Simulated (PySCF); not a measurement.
PBE against PBE0 for molecules with a metal or metalloid centre: HOMO–LUMO gap of the Kohn–Sham levels.

Values in eV, from PySCF. Where two bases are given, the first is that of PBE. PBE0 is a level with its own limits.

| system | basis | PBE | PBE0 | PBE − PBE0 |
|---|---|---|---|---|
| [Cl][Ge]([Cl])([Cl])[Ge]([Cl])([Cl])[Cl] singlet | def2-TZVP | 4.10 | 6.20 | -2.10 |
| Se(GeH3)2 singlet | def2-TZVP | 4.52 | 6.50 | -1.98 |
| Mg(Cl)(tBu) singlet | def2-TZVP | 2.33 | 3.92 | -1.59 |
| COC(=O)[SiH2][SiH2][SiH3] singlet | def2-SVP | 4.50 | 6.95 | -2.45 |
| C[SiH2]B(O)O singlet | def2-TZVP | 5.83 | 8.06 | -2.24 |
| CC[Si](F)(F)F singlet | def2-TZVP | 8.04 | 10.33 | -2.29 |
| C=C[SiH2]O singlet | def2-TZVP | 5.09 | 7.28 | -2.19 |
| c1coc([SiH2]c2ccco2)c1 singlet | def2-SVP | 4.44 | 6.35 | -1.91 |
| O=C(O)CCB(O)O singlet | def2-TZVP | 5.52 | 8.35 | -2.82 |
| F[Si](F)(F)[SiH2][SeH] singlet | def2-TZVP | 4.31 | 6.27 | -1.96 |
| O=CCC[SeH] singlet | def2-TZVP | 3.13 | 5.49 | -2.36 |
| [SiH4] singlet | def2-TZVP | 8.71 | 10.89 | -2.18 |
| OB(O)[SiH2][SiH2]c1ccccc1 singlet | def2-SVP | 4.66 | 6.51 | -1.85 |
| CC/C=C\[Si](Cl)(Cl)Cl singlet | def2-TZVP | 4.93 | 7.00 | -2.07 |
| C[CH2][Ga]([CH2]C)[CH2]C singlet | def2-SVP | 4.02 | 6.01 | -1.99 |
| C#CCC[Si](C)(C)C singlet | def2-SVP | 6.51 | 8.67 | -2.16 |
| Bc1ccc(C(F)(F)F)cc1 singlet | def2-SVP | 3.73 | 5.56 | -1.84 |
| O=CC[SiH3] singlet | def2-TZVP | 3.92 | 6.63 | -2.72 |
| B[SiH2]C(C)(C)C singlet | def2-SVP | 3.09 | 5.19 | -2.10 |
| B[SiH2][SiH2]SC singlet | def2-TZVP | 1.94 | 4.03 | -2.10 |
| CC(C)[SiH2][SiH2]S singlet | def2-SVP | 4.54 | 6.57 | -2.03 |
| [GeH3]/[CH]=C\c1cccs1 singlet | def2-TZVP | 3.27 | 4.97 | -1.70 |
| CC[SiH2][SiH2][SeH] singlet | def2-TZVP | 4.11 | 6.05 | -1.94 |
| Oc1cccc([SeH])c1 singlet | def2-TZVP | 3.92 | 5.79 | -1.87 |

Question: What do these rows say about the size and sign of the difference from PBE0?

Answer: The mean difference from PBE0 is -2.10 eV (median -2.08) and the mean absolute one 2.10 eV (median 2.08); PBE lies above in 0 and below in 24 of 24 cases. It is closest for Mg(Cl)(tBu) singlet (-1.59), [GeH3]/[CH]=C\c1cccs1 singlet (-1.70), Bc1ccc(C(F)(F)F)cc1 singlet (-1.84) and furthest off for O=C(O)CCB(O)O singlet (-2.82), O=CC[SiH3] singlet (-2.72), COC(=O)[SiH2][SiH2][SiH3] singlet (-2.45).
